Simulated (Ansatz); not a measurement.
Wavefunction ladder for C3H4Cl2, SMILES `C/C(Cl)=C\Cl`

Z-matrix (Å, degrees):
```
C
C 1 1.482
H 1 1.093 2 110.2
H 1 1.089 2 110.6 3 120.8
H 1 1.093 2 110.2 3 -118.4
Cl 2 1.734 1 114.9 3 59.3
C 2 1.327 1 128.1 3 -120.7
Cl 7 1.717 2 123.2 1 0.0
H 7 1.080 2 122.6 1 -180.0
```

The species carries charge 0 and has multiplicity 1. Geometry: relaxed with PBE0-D4/def2-TZVP. Frozen core, restricted reference, the Gaussian-basis code of Ansatz. CBS rows extrapolate triple and quadruple zeta; past MP2 they add the triple-zeta difference.

```csv
basis,HF (Eh),MP2 corr.,CCSD corr.,(T),CCSD(T) total
def2-TZVPP,-1034.97593,?,-0.92378,?,?
def2-QZVPP,-1035.00655,?,–,–,–
CBS(def2),?,-0.99744,-1.04678,as TZ,?
```

(1) Fill in the withheld values. (Estimate.)

Answers

(1) Ansatz gave: def2-TZVPP MP2 corr.: -0.87444; def2-TZVPP (T): -0.04313; def2-TZVPP CCSD(T) total: -1035.94284; def2-QZVPP MP2 corr.: -0.94510; CBS(def2) HF (Eh): -1035.01076; CBS(def2) CCSD(T) total: -1036.10067.
